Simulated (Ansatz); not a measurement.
**Structural energy differences of antimony**

Theory: DFT, PBEsol, plane waves (420 eV) with PAW, scalar-relativistic (Ansatz). (PAW data from PBE, frozen cores regenerated.)

Each structure is relaxed within its own symmetry, so a high-lying one may be dynamically unstable.

```json
{"structure": "A7 rhombohedral", "ΔE (meV/atom)": "0", "V (Å³/atom)": "29.84", "cell": "a = 4.317 Å, c = 11.091 Å (c/a = 2.569)", "magnetic state": "spin not included"}
{"structure": "simple cubic", "ΔE (meV/atom)": "28", "V (Å³/atom)": "28.63", "cell": "a = 3.059 Å", "magnetic state": "spin not included"}
{"structure": "bcc", "ΔE (meV/atom)": "176", "V (Å³/atom)": "25.98", "cell": "a = 3.732 Å", "magnetic state": "spin not included"}
{"structure": "omega (AlB2-type)", "ΔE (meV/atom)": "195", "V (Å³/atom)": "26.32", "cell": "a = 5.346 Å, c = 3.191 Å (c/a = 0.597)", "magnetic state": "spin not included"}
{"structure": "hcp", "ΔE (meV/atom)": "223", "V (Å³/atom)": "26.09", "cell": "a = 3.315 Å, c = 5.482 Å (c/a = 1.654)", "magnetic state": "spin not included"}
{"structure": "dhcp", "ΔE (meV/atom)": "234", "V (Å³/atom)": "26.13", "cell": "a = 3.292 Å, c = 11.139 Å (c/a = 3.384)", "magnetic state": "spin not included"}
{"structure": "fcc", "ΔE (meV/atom)": "267", "V (Å³/atom)": "26.16", "cell": "a = 4.713 Å", "magnetic state": "spin not included"}
{"structure": "A15", "ΔE (meV/atom)": "335", "V (Å³/atom)": "26.68", "cell": "a = 5.976 Å", "magnetic state": "spin not included"}
{"structure": "diamond", "ΔE (meV/atom)": "391", "V (Å³/atom)": "40.70", "cell": "a = 6.880 Å", "magnetic state": "spin not included"}
```

ΔE counts from A7 rhombohedral.

Differences under about 8 meV lie within the error of the k-point mesh.
